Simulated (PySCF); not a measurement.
Compound: C2H5S2 (charge -1).
Atom-mapped SMILES: `[S-:1][CH2:2][CH2:3][SH:4]` (hydrogens: H5, H6 on C2; H7, H8 on C3; H9 on S4)

Structure optimised with GFN2-xTB, isolated species.

Q: Give the optimised bond lengths and angles.

A: 
```
                  bond  length (Å)
          S1–C2, C3–S4       1.812
                 C2–C3       1.527
C2–H5 and 3 like bonds       1.095
                 S4–H9       1.621
```

Bonds in one row agree within 0.01 Å and their mean is given. A selection of angles:
```
   angle  degrees
S1–C2–C3    110.4
S1–C2–H5    108.9
S1–C2–H6    107.9
C3–C2–H5    110.4
H5–C2–H6    109.0
C3–S4–H9     80.5
```

Dihedral angles: S1–C2–C3–S4 -44° (synclinal); H9–S4–C3–C2 30°. The mirror-image conformer, all signs reversed, is as good.

Of the pairs four or more bonds apart, S1···H9 is among the closest relative to their van der Waals radii: 1.62 Å, 54 % of the sum of Bondi's values.

Point group: C2 (every atom within 0.08 Å of its image). Whether it is a minimum is left open (no frequencies). Torsions: S1–C2–C3–S4 -44°, C2–C3–S4–H 30°.

The numbers are calculated, not measured.
